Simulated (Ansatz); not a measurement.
Cost and result for the atomization energy of AlClH$_{2}$O, SMILES `[OH][AlH][Cl]` (5 atoms, 4 bonds).

Cartesian coordinates in Å:
```
O 0.0095 -1.2752 -0.1823
Al 0.1740 0.3225 0.3227
Cl -0.6949 1.8636 -0.8012
H -0.4642 -1.5456 -0.9673
H 0.9756 0.6347 1.6281
```

Charge 0, multiplicity 1. The structure was optimised at the PBE0-D4/def2-TZVP level. It is one conformer, not always the lowest. Program: Ansatz. All runs use 2 threads of a server CPU on a shared host. Times are those of one run each, without the atoms' runs, and a repeat can differ threefold. Electronic energies, without spin–orbit coupling; frozen cores. CCSD(T)/CBS extrapolates def2-TZVPP and def2-QZVPP, and its time is that of the two runs behind it. T1 = 0.011. B3LYP takes the VWN-RPA correlation (the form of Gaussian; ORCA's B3LYP/G).

CCSD(T)/CBS is a level of theory with its own doubt, some kJ/mol a heavy atom from the limit and from the frozen cores, so smaller differences don't rank the functionals.

```tsv
level	functions	wall time	atomization (kJ/mol)	difference from CCSD(T)/CBS	per bond
CCSD(T)/def2-SVP	60	0.35 s	1550.5	-136.0	-34.0
BLYP-D4/def2-TZVPP	143	0.55 s	1648.4	-38.1	-9.5
revPBE-D4/def2-TZVPP	143	0.65 s	1625.6	-60.9	-15.2
PBE-D4/def2-TZVPP (with forces)	143	0.75 s	1669.2	-17.3	-4.3
CAM-B3LYP-D4/def2-TZVPP	143	1 s	1665.1	-21.4	-5.3
B3LYP-D4/def2-TZVPP (with forces)	143	1.1 s	1650.1	-36.4	-9.1
r2SCANh-D4/def2-TZVPP	143	1.4 s	1663.9	-22.6	-5.7
PBE-QIDH/def2-TZVPP	143	1.4 s	1647.9	-38.6	-9.6
ωB97X-V/def2-TZVPP	143	2.1 s	1673.1	-13.4	-3.3
ωB97M-V/def2-TZVPP (with forces)	143	2.8 s	1676.8	-9.7	-2.4
CCSD(T)/def2-TZVPP	143	5.5 s	1629.6	-56.9	-14.2
CCSD(T)/def2-QZVPP	257	3.2 min	1663.7	-22.8	-5.7
CCSD(T)/CBS(def2)	–	3.2 min	1686.5	0.0	0.0
```

From BLYP to BHLYP (50 % exact exchange), in def2-TZVPP and without D4, the atomization energy moves by −38.8 kJ/mol: exact exchange takes away binding that semilocal exchange gives to molecules. In def2-TZVPP, CCSD(T) changes the Hartree–Fock value by +399.8 kJ/mol (the triples alone add +24.9 kJ/mol) and MP2 by +451.9 kJ/mol; breaking electron pairs costs correlation energy, which Hartree–Fock lacks. The D4 term adds +12.6 kJ/mol with B3LYP and +6.5 kJ/mol with PBE0; it sums over pairs of atoms, weighted by their polarisabilities, and B3LYP, whose exchange is more repulsive, gets the larger term.
